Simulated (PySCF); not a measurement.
**Structure from 2D NMR**

Compound of formula C5H10O. Correlations simulated from computed shifts and couplings:

HSQC (one-bond C–H):
| δH | δC | 1J(C,H) (Hz) |
| --- | --- | --- |
| 3.43 | 71.9 | 144 |
| 2.35 | 39.0 | 138 |
| 1.88 | 20.0 | 138 |
| 1.83 | 26.4 | 145 |
| 1.66 | 20.0 | 145 |
| 1.35 | 26.4 | 134 |

COSY cross peaks (|J| ≥ 2 Hz):
| δH | δH | abs. J (Hz) | bonds |
| --- | --- | --- | --- |
| 3.43 | 2.35 | 6.9 | 3 |
| 2.35 | 1.83 | 8.5 | 3 |
| 2.35 | 1.35 | 10.8 | 3 |
| 1.88 | 1.83 | 9.4 | 3 |
| 1.88 | 1.66 | 12.2 | 2 |
| 1.88 | 1.35 | 12.0 | 3 |
| 1.83 | 1.35 | 11.6 | 2 |
| 1.66 | 1.35 | 9.7 | 3 |

HMBC (two and three bonds, |J| ≥ 2.5 Hz):
| δH | δC [abs. J in Hz] |
| --- | --- |
| 3.43 | 26.4 [4.1] |
| 2.35 | 71.9 [3.6], 26.4 [3.0] |
| 1.88 | 26.4 [4.0] |
| 1.83 | 26.4 [12.4], 20.0 [2.8] |
| 1.66 | 39.0 [10.7], 26.4 [2.7] |
| 1.35 | 71.9 [6.3], 39.0 [3.5], 20.0 [4.2] |

PySCF 2.14 calculation with NMR shieldings at PBE0/pcSseg-1/GIAO, PBE0-D3(BJ)/def2-SVP geometry and J couplings at B3LYP/pcJ-1 (without the spin–dipole term); no solvent model, non-relativistic, equivalent nuclei averaged, one conformer.

References, each an isolated molecule treated in the same way: 1H (σ = 31.27 ppm) and 13C (σ = 184.41 ppm) vs TMS.

Exchangeable hydrogens are left out of these lists, and C,H couplings along chains are those of one rotamer, so weak HMBC peaks may be missing or extra.

Task: Work out the connectivity.

Result: cyclobutanemethanol.

Numbering as in the mapped SMILES `[OH:1][CH2:2][CH:3]1[CH2:4][CH2:5][CH2:6]1`. Each H is labelled by its parent atom. Ha(C4), Ha(C5), Ha(C6) are cis to C2 on the ring; Hb(C4), Hb(C5), Hb(C6) are trans to C2 on the ring.

δC 71.9 is C2, an sp3 CH2 bonded to O (δH 3.43). δC 39.0 is C3, an sp3 CH in a ring (δH 2.35). δC 26.4 is C4/C6, an sp3 CH2 in a ring (δH 1.35, 1.83). δC 20.0 is C5, an sp3 CH2 in a ring (δH 1.66, 1.88). COSY links 3.43–2.35, 2.35–1.83, 2.35–1.35, 1.88–1.83, 1.88–1.66, 1.88–1.35.

The shifts were computed for this structure.

The OH or NH signal is concentration- and solvent-dependent in practice; the value given is the gas-phase one. Unscaled 3J(H,H) at this level run about 10 % above measured values. Shifts are as computed. Against solution values, carbons near 30 ppm lie about +2 ppm off and those near 130 ppm about +5 ppm. Of 1211 compounds with measured shifts, 218 miss one by over three times the rms of a fit or turn the order of signals round; such compounds aren't used in these exercises. Across freely rotating sp3–sp3 bonds, 3J(H,H) is taken as (2 J gauche + J anti)/3 from the one conformer, which assumes equal rotamer populations. 3J across rotatable bonds or in flexible rings reflects this conformer alone.
